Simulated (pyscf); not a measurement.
Elementary routes open to H₂N–SiH: [singlet] + H₂O in the gas phase (singlet surface):
A. H₂N–Si:–OH [singlet] + H₂ (H–Si, H–O broken; O–Si, H–H formed)
B. H₂N–SiH=O + H₂ (H–O, H–O broken; O–Si, H–H formed)
C. NH₃ + HO–SiH: [singlet] (N–Si, H–O broken; H–N, O–Si formed)
D. H₂N–SiH₂–OH (H–O broken; H–Si, O–Si formed)
E. HN=Si: [singlet] + H₂O + H₂ (H–N, H–Si, H–O broken; H–O, H–H formed)

PySCF, gas phase, ωB97X-D3(BJ)/def2-SVP geometries.

Rank the routes by free-energy barrier at 600 K, lowest first, for ωB97M-D3(BJ)/def2-TZVP energies (ideal gas, 1 atm, RRHO with modes under 100 cm⁻¹ raised to 100, one conformer, R ln 2 for chiral ones without a mode under 150 cm⁻¹).

C (20.8 kcal/mol), A (31.9 kcal/mol), D (36.2 kcal/mol), E (55.2 kcal/mol), B (77.9 kcal/mol)

Route C is the fastest of these, ahead of the next by 11.1 kcal/mol. The most stable products are those of D (ΔG = -41.6 kcal/mol), whose barrier is 15.4 kcal/mol higher: the kinetic and the thermodynamic product differ. At 1200 K C is still the fastest. A: On the reactant side the descent ends in a complex, 7.2 kcal/mol under the separated species and 20.6 kcal/mol under the saddle at ωB97X-D3(BJ)/def2-TZVP. B: On the reactant side the descent ends in a complex (not fully relaxed), 7.4 kcal/mol under the separated species and 72.7 kcal/mol under the saddle at ωB97X-D3(BJ)/def2-TZVP. C: On the reactant side the descent ends in an adduct with a O–Si contact, 7.8 kcal/mol under the separated species and 6.3 kcal/mol under the saddle at ωB97X-D3(BJ)/def2-TZVP. On the product side the descent ends in an adduct with a N–Si contact, 21.5 kcal/mol under the separated species and 23.3 kcal/mol under the saddle at ωB97X-D3(BJ)/def2-TZVP. D: On the reactant side the descent ends in an adduct with a O–Si contact, 7.8 kcal/mol under the separated species and 24.3 kcal/mol under the saddle at ωB97X-D3(BJ)/def2-TZVP. E: On the reactant side the descent ends in a complex, 5.4 kcal/mol under the separated species and 44.8 kcal/mol under the saddle at ωB97X-D3(BJ)/def2-TZVP. On the product side the descent ends in a complex (not fully relaxed), 5.5 kcal/mol under the separated species and 21.2 kcal/mol under the saddle at ωB97X-D3(BJ)/def2-TZVP. Only these routes are compared; each barrier is that of the saddle found, and lower ones may exist. A restricted solution here is unstable towards spin polarisation, so biradical character is likely and single-reference numbers are less safe.
